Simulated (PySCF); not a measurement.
Species: cyclobutane, C4H8.
SMILES: `C1CCC1`

The closed-shell SCF was solved with PySCF and density fitting under several settings on one GFN2-xTB geometry (grid level 2 and gas phase unless stated).

| settings | basis functions | SCF cycles | E (Eh) | HOMO (eV) | LUMO (eV) | dipole (D) |
| --- | --- | --- | --- | --- | --- | --- |
| PBE0/pcSseg-1 | 108 | 10 | -156.9932 | -8.53 | 1.51 | 0.00 |
| CAM-B3LYP/def2-SVPD | 144 | 10 | -157.0049 | -9.94 | 1.54 | 0.00 |
| LC-wPBE/pcSseg-1, energy threshold 1e-06 Eh | 108 | 6 | -157.0970 | -11.35 | 3.70 | 0.00 |

Problem. Estimate the row for these settings: PW91/IGLO-III.

Solution. 
```tsv
settings	basis functions	SCF cycles	E (Eh)	HOMO (eV)	LUMO (eV)	dipole (D)
PW91/IGLO-III	220	12	-157.1951	-7.18	-0.03	0.00
```

Problem. Over all rows, what range does the HOMO–LUMO gap span?

Solution. From 7.15 eV (PW91/IGLO-III) to 15.05 eV (LC-wPBE/pcSseg-1, energy threshold 1e-06 Eh). The functional of the narrowest has no exact exchange, that of the widest range-separated exact exchange.

Cycle counts include a coarse-grid stage where the run had one.
